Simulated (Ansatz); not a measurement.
# What a trial cell of CoPb3 relaxes into

Theory: DFT PBE, scalar-relativistic, plane waves, PAW in Ansatz 0.2.0. Cutoff 420 eV, Γ-centred k mesh, Gaussian smearing, collinear spin, first started from parallel moments.

CoPb3 was placed on the Ni3Sn (D0_19) structure type (P6_3/mmc, No. 194), with Co in place of Sn, Pb in place of Ni, at a guessed volume.

```
CELL_PARAMETERS angstrom
6.68961 0.00000 0.00000
-3.34481 5.79337 0.00000
0.00000 0.00000 5.36945
ATOMIC_POSITIONS crystal
Co 0.33333 0.66667 0.25000
Co 0.66667 0.33333 0.75000
Pb 0.83300 0.66600 0.25000
Pb 0.16700 0.83300 0.75000
Pb 0.33400 0.16700 0.25000
Pb 0.16700 0.33400 0.75000
Pb 0.83300 0.16700 0.25000
Pb 0.66600 0.83300 0.75000
```

Cell and atoms relax at zero pressure; the relaxation can't lower the symmetry of the start. After a coarse first stage the cell is made exact in the group found at 0.06 Å.

Formation energies are uncorrected and refer to the elements' standard structures at the same level.

Which crystal results?

It keeps P6_3/mmc (No. 194), but not the shape of the type it started on. Conventional cell: a = 8.961 Å, c = 3.344 Å. Co is coordinated by 6 Pb at 2.70 Å and 2 Co at 3.34 Å; Pb is coordinated by 2 Co at 2.70 Å.

```xyz
8
Lattice="8.9610 0.0000 0.0000 -4.4805 7.7604 0.0000 0.0000 0.0000 3.3440" Properties=species:S:1:pos:R:3 pbc="T T T"
Co    0.0000    5.1736    0.8360
Co    4.4805    2.5868    2.5080
Pb    4.4805    4.7084    0.8360
Pb   -1.8373    6.2344    2.5080
Pb    2.6432    1.5260    0.8360
Pb    0.0000    3.0521    2.5080
Pb    6.3178    1.5260    0.8360
Pb    1.8373    6.2344    2.5080
```

What are its volume, energy, gap and moment?

The volume per atom is 29.07 Å³, the density is 9.72 g/cm³ and the energy over the elements is 0.34 eV/atom. The gap on the 6×6×12 mesh is 0 eV (a metal). The net moment per atom is 0.14 μB and the largest site moment is 0.68 μB.

The final run used a 6×6×12 mesh on its 8-atom cell and 0.10 eV smearing. For metals, differences of a few meV/atom aren't resolved. Spin–orbit coupling is left out. A structure relaxed within its symmetry needn't be a true minimum.

Cost: 4 runs of about 33 core-minutes in all, on Intel Xeon 6975P-C (Granite Rapids) (shared hosts).